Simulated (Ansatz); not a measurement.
# CH3OS− (SMILES CS[O-]): a relaxed scan of the dihedral angle H4–C1–S2–O3

Aim: the energy along the dihedral angle H4–C1–S2–O3, from CCSD(T) and from cheaper methods, relative to the minimum. At each value the rest of the molecule is relaxed at PBE0-D4 with the four atoms held in place.

The runs use Ansatz 0.2.0, Gaussian basis; single points in def2-TZVPPD.

Levels: PBE-D4, r2SCAN-D4, PBE0-D4, B3LYP-D4, wB97M-V, Hartree-Fock, MP2, CCSD, CCSD(T). The scan takes -55.4, -40.4, -25.4, -10.4, 4.6, 19.6, 34.6, 49.6°.

Cores are frozen in the correlated methods. B3LYP uses VWN-RPA correlation.

28 further runs of the same task are left out: 28 set aside as unsound or not needed.

**1. The system as given**

The minimum, relaxed at PBE0-D4: SMILES `CS[O-]`, 6 atoms, charge -1, spin multiplicity 1.

Atoms are counted from 1 here; the program's logs count them from 0.

Bond lengths: C1–S2 1.811 Å, C1–H4 1.098 Å, C1–H5 1.098 Å, C1–H6 1.097 Å, S2–O3 1.564 Å. Angles: S2–C1–H4 111.0°, S2–C1–H5 111.0°, S2–C1–H6 107.9°, H4–C1–H5 108.4°, H4–C1–H6 109.2°, H5–C1–H6 109.2°, C1–S2–O3 104.6°.

Coordinates:

```
atom    x (Å)    y (Å)    z (Å)
  C1  -0.2947   0.3554  -0.2833
  S2   0.0228  -1.2907   0.4019
  O3   1.3777  -1.1440   1.1687
  H4  -0.3753   1.1052   0.5149
  H5   0.5104   0.6600  -0.9650
  H6  -1.2409   0.3141  -0.8372
```

Energies of the minimum (eV), from earlier single points: PBE-D4 -13961.96610, r2SCAN-D4 -13967.55102, PBE0-D4 -13962.70916, B3LYP-D4 -13970.77357, wB97M-V -13968.10974, CCSD(T) -13951.19049.

At the minimum the dihedral angle H4–C1–S2–O3 is -60.3°.

**2. H4–C1–S2–O3 = -55.4°**

File relax/in.yaml:

```yaml
crystal:
  periodic: [false, false, false]
  atoms:
    - {symbol: C, position_ang: [-0.294709, 0.355403, -0.283308]}
    - {symbol: S, position_ang: [0.022775, -1.290697, 0.401864]}
    - {symbol: O, position_ang: [1.308443, -1.113388, 1.274307]}
    - {symbol: H, position_ang: [-0.375324, 1.105173, 0.514910]}
    - {symbol: H, position_ang: [0.510437, 0.660023, -0.965036]}
    - {symbol: H, position_ang: [-1.240905, 0.314060, -0.837180]}
basis:
  gaussian: {orbitals: def2-TZVPD}
total_charge: -1
hamiltonian: {xc: pbe0, dispersion: d4}
relax: {f_tol: 0.005, max_steps: 200, constraints: [{sites: [3, 0, 1, 2]}]}
```

The command line of these runs was not kept.

The runs that follow: H4–C1–S2–O3 = -40.4°; H4–C1–S2–O3 = -25.4°; H4–C1–S2–O3 = -10.4°; H4–C1–S2–O3 = 4.6°; H4–C1–S2–O3 = 19.6°; H4–C1–S2–O3 = 34.6°; H4–C1–S2–O3 = 49.6°.

**Question.** What will these runs give? Wanted: highest point, CCSD(T); lowest point, CCSD(T); RMS deviation from CCSD(T); largest T1 diagnostic.

**Answer**, as computed:

| quantity | value |
| --- | --- |
| highest point, CCSD(T) | 0.162 eV at 4.6° |
| lowest point, CCSD(T) | 0.000 eV at -60.3° |
| RMS deviation from CCSD(T) | PBE-D4 0.001, r2SCAN-D4 0.003, PBE0-D4 0.004, B3LYP-D4 0.002, wB97M-V 0.007, Hartree-Fock 0.001, MP2 0.005, CCSD 0.002 eV |
| largest T1 diagnostic | 0.018 |

In words: Over the points sampled the torsion costs at most 0.162 eV, a hindered rotation that is fast at room temperature. The curve of PBE-D4 lies nearest to CCSD(T), that of wB97M-V farthest.
